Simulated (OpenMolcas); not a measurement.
# A workflow on quartet HS

Wanted: a single-point energy (UHF/pcseg-0), then a single-point energy (CASSCF(3,3)/pcseg-0), then the energy (CASPT2(3,3)/pcseg-0), then the energy (SC-NEVPT2(3,3)/pcseg-0), then a single-point energy (MRCI(3,3)/pcseg-0) of quartet HS. 

The calculation is run with OpenMolcas 26.06.

## 1. The system as given

HS has 2 atoms, charge 0, and is taken as a quartet. As SMILES of the parent species, `[SH]`. The shape is that of a PBE0-D4/def2-TZVP optimisation. That shape belongs to the parent species and isn't relaxed for this state.

Bond lengths: S1–H2 1.346 Å.

## 2. A single-point energy at UHF/pcseg-0 (run 1)

input.xyz

```xyz
2

S      0.574560    -0.187810     0.295460
H     -0.574560     0.187810    -0.295460
```

step1.input

```
>>> EXPORT MOLCAS_PRINT=2

&GATEWAY
 BasLib = $CurrDir
 Coord = input.xyz
 Basis = pcseg-0
 Group = NoSym

&SEWARD

&SCF
 UHF
 Spin = 4
 Scramble = 0.25
 PrOrbitals = 1 1
```

The basis set pcseg-0 is read from a file made from the Basis Set Exchange's data (not shown).

Started as:

```sh
$ export MOLCAS_MEM=1860
$ pymolcas step1.input > step1.log
```

The program printed:

```text
--- Start Module: gateway ---
[...]
--- Stop Module: gateway /rc=_RC_ALL_IS_WELL_ ---
--- Start Module: seward ---
[...]
      Basis functions           15
--- Stop Module: seward /rc=_RC_ALL_IS_WELL_ ---
--- Start Module: scf ---
[...]
       Convergence after  13 Iterations
[...]
::    Total SCF energy                               -397.3684376887
[...]
      Total spin, S                                     1.5002637927
[...]
      Total electronic charge=   17.000000
      Total            charge=   -0.000000
[...]
      Dipole Moment (debye):
      Origin of the operator (angstrom)=    0.5394   -0.1763    0.2774
                   X=  2.1072E+00               Y= -6.8880E-01               Z=  1.0836E+00           Total=  2.4676E+00
      Quadrupole Moment (debye*angstrom):
[...]
--- Stop Module: scf /rc=_RC_ALL_IS_WELL_ ---
[...]
```

Run time: 1.8 s. Hardware: 1 thread of Arm Neoverse V1, shared host; peak memory 0.37 GiB.

## 3. The energy at CASSCF(3,3)/pcseg-0 (run 2)

input.xyz is that of step 2.

step2.input

```
&GATEWAY
 BASLIB=$CurrDir
 COORD=input.xyz
 BASIS=pcseg-0
 GROUP=NoSym

&SEWARD

&RASSCF
 FILEORB=$CurrDir/step1.UnaOrb
 SPIN=4
 NACTEL=3 0 0
 INACTIVE=7
 RAS2=3
 ORBLISTING=Nothing
 ORBAPPEAR=Compact
```

The basis set pcseg-0 is read from a file made from the Basis Set Exchange's data (not shown).

Started as:

```sh
$ export MOLCAS_MEM=1860
$ pymolcas step2.input > step2.log
```

The program printed:

```text
--- Start Module: gateway ---
[...]
--- Stop Module: gateway /rc=_RC_ALL_IS_WELL_ ---
--- Start Module: seward ---
[...]
      Basis functions           15
--- Stop Module: seward /rc=_RC_ALL_IS_WELL_ ---
--- Start Module: rasscf ---
[...]
      Number of active orbitals                  3
[...]
      Spin quantum number                      1.5
[...]
      Active orbitals                            3
[...]
      Number of CSFs                             1
[...]
      Number of root(s) required                 1
[...]
      Convergence after  7 iterations
[...]
      printout of CI-coefficients larger than  0.05 for root  1
      energy=    -397.367786
      conf/sym  111     Coeff  Weight
             1  uuu   1.00000 1.00000
      Natural orbitals and occupation numbers for root  1
      sym 1:   1.000000   1.000000   1.000000
      ************************************************************************************************************************
      *                                                    Final results                                                     *
[...]
::    RASSCF root number  1 Total energy:   -397.36778597
[...]
      Total electronic charge=   17.000000
      Total            charge=   -0.000000
[...]
      Dipole Moment (debye):
      Origin of the operator (angstrom)=    0.5394   -0.1763    0.2774
                   X=  2.0890E+00               Y= -6.8286E-01               Z=  1.0742E+00           Total=  2.4462E+00
      Quadrupole Moment (debye*angstrom):
[...]
--- Stop Module: rasscf /rc=_RC_ALL_IS_WELL_ ---
[...]
```

Run time: 1.7 s. Hardware: 1 thread of Arm Neoverse V1, shared host; peak memory 0.37 GiB.

## 4. A single-point energy at CASPT2(3,3)/pcseg-0 (run 3)

input.xyz is that of step 3.

step3.input

```
&gateway
 baslib=$CurrDir
 coord=input.xyz
 basis=pcseg-0
 group=NoSym

&seward

&rasscf
 fileorb=$CurrDir/step2.RasOrb
 spin=4
 nactel=3 0 0
 inactive=7
 ras2=3
 orblisting=Nothing
 orbappear=Compact

&caspt2
 imaginary=0.1
 frozen=5
```

The basis set pcseg-0 is read from a file made from the Basis Set Exchange's data (not shown).

Started as:

```sh
$ export MOLCAS_MEM=1860
$ pymolcas step3.input > step3.log
```

The program printed:

```text
--- Start Module: gateway ---
[...]
--- Stop Module: gateway /rc=_RC_ALL_IS_WELL_ ---
[...]
      Basis functions           15
[...]
--- Start Module: rasscf ---
[...]
      Number of active orbitals                  3
[...]
      Spin quantum number                      1.5
[...]
      Active orbitals                            3
[...]
      Number of CSFs                             1
[...]
      Number of root(s) required                 1
[...]
      Convergence after  4 iterations
[...]
      printout of CI-coefficients larger than  0.05 for root  1
      energy=    -397.367786
      conf/sym  111     Coeff  Weight
             1  uuu   1.00000 1.00000
      Natural orbitals and occupation numbers for root  1
      sym 1:   1.000000   1.000000   1.000000
      ************************************************************************************************************************
      *                                                    Final results                                                     *
[...]
::    RASSCF root number  1 Total energy:   -397.36778597
[...]
      Total electronic charge=   17.000000
      Total            charge=   -0.000000
[...]
      Dipole Moment (debye):
      Origin of the operator (angstrom)=    0.5394   -0.1763    0.2774
                   X=  2.0890E+00               Y= -6.8285E-01               Z=  1.0742E+00           Total=  2.4462E+00
      Quadrupole Moment (debye*angstrom):
[...]
--- Stop Module: rasscf /rc=_RC_ALL_IS_WELL_ ---
--- Start Module: caspt2 ---
[...]
      E2 (Variational):          -0.0276399808
      Total energy:            -397.3954259521
[...]
      Reference weight:           0.98995
[...]
::    CASPT2 Root  1     Total energy:   -397.39542595
[...]
--- Stop Module: caspt2 /rc=_RC_ALL_IS_WELL_ ---
[...]
```

It took 1.7 s on 1 thread of Arm Neoverse V1, shared host; peak memory 0.37 GiB.

## 5. The energy at SC-NEVPT2(3,3)/pcseg-0 (run 4)

input.xyz is that of step 4.

step4.input

```
>>> EXPORT MOLCAS_PRINT=2
&GATEWAY
BASLIB
$CurrDir
COORD
input.xyz
BASIS
pcseg-0
GROUP
NoSym
&SEWARD
&RASSCF
FILEORB
$CurrDir/step2.RasOrb
SPIN
4
NACTEL
3 0 0
INACTIVE
7
RAS2
3
ORBLISTING
Nothing
ORBAPPEAR
Compact
&CASPT2
SC-NEVPT2
FROZEN
5
```

The basis set pcseg-0 is read from a file made from the Basis Set Exchange's data (not shown).

Started as:

```sh
$ export MOLCAS_MEM=1860
$ pymolcas step4.input > step4.log
```

The program printed:

```text
--- Start Module: gateway ---

                                              &GATEWAY

                       available to each process: 1.9 GB of memory, 1 thread

 Basis Set     1 Label: S.PCSEG-0
 Basis set is read from library:.
 basistype.tbl is not found

 Basis Set     2 Label: H.PCSEG-0
 Basis set is read from library:.
 basistype.tbl is not found

++    Symmetry information:
      ---------------------

                    Character Table for C1

[... 177 lines left out ...]
      Note: transformation to natural orbitals
[... 7 lines left out ...]
      Natural orbitals and occupation numbers for root  1
[... 20 lines left out ...]
      Final state energy(ies):
[... 60 lines left out ...]
      Natural orbitals for root   1 are written to the RASORB.1 file
[... 75 lines left out ...]
 Compute H0 matrices for state    1
[... 14 lines left out ...]
--- Stop Module: caspt2 /rc=-6 ---

.########################.
.# Non-zero return code #.
.########################.

    Timing: Wall=1.49 User=1.14 System=0.34
```

It took 1.7 s on 1 thread of Arm Neoverse V1, shared host; peak memory 0.37 GiB.

The run ended with an error.

## 6. The energy at MRCI(3,3)/pcseg-0 (run 5)

input.xyz is that of step 5.

step5.input

```
&gateway
baslib
$CurrDir
coord
input.xyz
basis
pcseg-0
group
NoSym
&seward
&rasscf
fileorb
$CurrDir/step2.RasOrb
spin
4
nactel
3 0 0
inactive
7
ras2
3
orblisting
Nothing
orbappear
Compact
&motra
lumorb
frozen
5
&guga
electrons
7
spin
4
inactive
2
active
3
ciall
1
&mrci
sdci
```

The basis set pcseg-0 is read from a file made from the Basis Set Exchange's data (not shown).

Started as:

```sh
$ export MOLCAS_MEM=1860
$ pymolcas step5.input > step5.log
```

The program printed:

```text
--- Start Module: gateway ---
[...]
--- Stop Module: gateway /rc=_RC_ALL_IS_WELL_ ---
[...]
      Basis functions           15
[...]
      Number of active orbitals                  3
[...]
      Spin quantum number                      1.5
[...]
      Active orbitals                            3
[...]
      Number of CSFs                             1
[...]
      Number of root(s) required                 1
[...]
      Convergence after  4 iterations
[...]
      printout of CI-coefficients larger than  0.05 for root  1
      energy=    -397.367786
      conf/sym  111     Coeff  Weight
             1  uuu   1.00000 1.00000
      Natural orbitals and occupation numbers for root  1
      sym 1:   1.000000   1.000000   1.000000
      ************************************************************************************************************************
      *                                                    Final results                                                     *
[...]
::    RASSCF root number  1 Total energy:   -397.36778597
[...]
      Dipole Moment (debye):
      Origin of the operator (angstrom)=    0.5394   -0.1763    0.2774
                   X=  2.0890E+00               Y= -6.8285E-01               Z=  1.0742E+00           Total=  2.4462E+00
      Quadrupole Moment (debye*angstrom):
[...]
--- Start Module: guga ---
[...]
--- Stop Module: guga /rc=_RC_ALL_IS_WELL_ ---
--- Start Module: mrci ---
[...]
       (But an ACPF correction will be computed)
       USE THE DEFAULT ACPF G-VALUE GFAC=  0.28571428571428570
[...]
                      CI ENERGY:  -397.40226375
[...]
                ACPF CORRECTION:    -0.00041264
[...]
      Total electronic charge=   17.000000
      Total            charge=   -0.000000
[...]
     ACPF CORRECTION:     -0.00041264
[...]
  CI State   1     Total energy:   -397.40226375     QDav:     -0.00058047     QACPF:     -0.00041264
[...]
```

It took 1.8 s on 1 thread of Arm Neoverse V1, shared host; peak memory 0.37 GiB.

## 7. Results

| quantity | value |
| --- | --- |
| run 1, UHF/pcseg-0: total energy | -397.36844 Eh |
| run 1, UHF/pcseg-0: dipole moment | 2.47 D |
| run 1, UHF/pcseg-0: HOMO energy (highest over α and β) | -4.33 eV |
| run 1, UHF/pcseg-0: LUMO energy (lowest over α and β) | -0.65 eV |
| run 1, UHF/pcseg-0: ⟨S²⟩ | 3.751 |
| run 2, CASSCF(3,3)/pcseg-0: total energy | -397.36779 Eh |
| run 2, CASSCF(3,3)/pcseg-0: dipole moment (CASSCF density) | 2.45 D |
| run 3, CASPT2(3,3)/pcseg-0: total energy | -397.39543 Eh |
| run 3, CASPT2(3,3)/pcseg-0: dipole moment (CASSCF density) | 2.45 D |
| run 5, MRCI(3,3)/pcseg-0: total energy | -397.40226 Eh |
| run 5, MRCI(3,3)/pcseg-0: dipole moment (CASSCF density) | 2.45 D |
| run 4, SC-NEVPT2(3,3)/pcseg-0 | no result (crashed) |

1 of the 5 runs did not end normally.
